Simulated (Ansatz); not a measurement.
# AlCF (triplet): wave-function methods side by side, def2-TZVPP

An exercise on one series of results from a longer session: the logs are not shown, and one member is left open.

The runs use Ansatz 0.2.0, Gaussian basis; def2-TZVPP, core rule «outside noble gas», up to 7 orbitals frozen.

The runs, in order: UHF; ROHF; CCSD(T) on UHF.

2 further runs of the same task are left out: 2 set aside as unsound or not needed.

### The system

The geometry is a PBE0/def2-TZVP stationary point (not a proven minimum) of the parent state, kept for this charge and spin.

3 atoms, charge 0, spin multiplicity 3.

Atoms are counted from 1 here; the program's logs count them from 0.

Bond lengths: C1–Al2 1.936 Å, Al2–F3 1.644 Å. Angles: C1–Al2–F3 180.0°.

Set-up of the first run:

in.yaml reads:

```yaml
crystal:
  periodic: [false, false, false]
  atoms:
    - {symbol: C, position_ang: [0.000000, 0.000000, 1.838500]}
    - {symbol: Al, position_ang: [0.000000, 0.000000, -0.097400]}
    - {symbol: F, position_ang: [0.000000, 0.000000, -1.741100]}
basis:
  gaussian: {orbitals: def2-TZVPP}
magnetization: {spin_polarized: true, initial_magnetization: 2}
hamiltonian: {xc: hf}
output: {orbitals: {seedname: orbitals}}
```

Run with:

```sh
> ansatz run in.yaml --threads 1 --pin off --events-out ev --progress --plain --max-ram 2560MiB --backend cpu
```

Among the steps run: UHF; ROHF; CCSD(T) on UHF.

One table of the session follows, with a row left open; its other results are not shown here.

```
  method  from UCCSD(T) (kcal/mol)
    ROHF                   +289.07
     UHF                         ?
    UMP2                    +29.94
   UCCSD                    +11.21
UCCSD(T)                         0
```

**Question.** Estimate the row for UHF.

The run gave: from UCCSD(T) (kcal/mol): +283.34. In the column «from UCCSD(T) (kcal/mol)» it lies between UMP2 (+29.94) and ROHF (+289.07).
